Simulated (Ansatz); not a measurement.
## How methods differ on S2 (SMILES S=S)

S2 has 2 atoms, charge 0, and is taken as a triplet. SMILES: `S=S`. Geometry: the measured bond length.

```xyz
2

S     0.0000    0.0000    0.0000
S     0.0000    0.0000    1.8892
```

Each level gives the energy change with the S1–S2 bond stretched from 1.889 to 3.778 Å (eV). The values are calculated.

```tsv
level	kind	program	value (eV)	CPU time (all runs)
UHF/STO-3G	Hartree–Fock	Ansatz	2.58	1 s
RPA@PBE/STO-3G	RPA	Ansatz	3.76	27 s
UMP2/STO-3G	perturbation theory	Ansatz	3.66	1.3 s
UBCCD(T)/STO-3G	coupled cluster or CI	Ansatz	3.47	1.5 s
UCCSD(T)/STO-3G	coupled cluster or CI	Ansatz	3.48	1.4 s
UCCSD/STO-3G	coupled cluster or CI	Ansatz	3.47	1.4 s
```

The first shape isn't each level's own minimum. The values span 2.58 to 3.76 eV. Spin contamination of the reference (⟨S²⟩ at least 0.1 too high) touches UHF/STO-3G, RPA@PBE/STO-3G, UMP2/STO-3G, UBCCD(T)/STO-3G, UCCSD(T)/STO-3G, UCCSD/STO-3G. The coupled-cluster rows rest on a doubtful reference here (large T1 or Brueckner and Hartree–Fock orbitals at odds), and rows may lie in different states. All rows use very small basis sets, so none should be taken for the real molecule's value. Times are those of the runs behind each value, whatever else they computed, on shared processors of several kinds: orders of magnitude only.
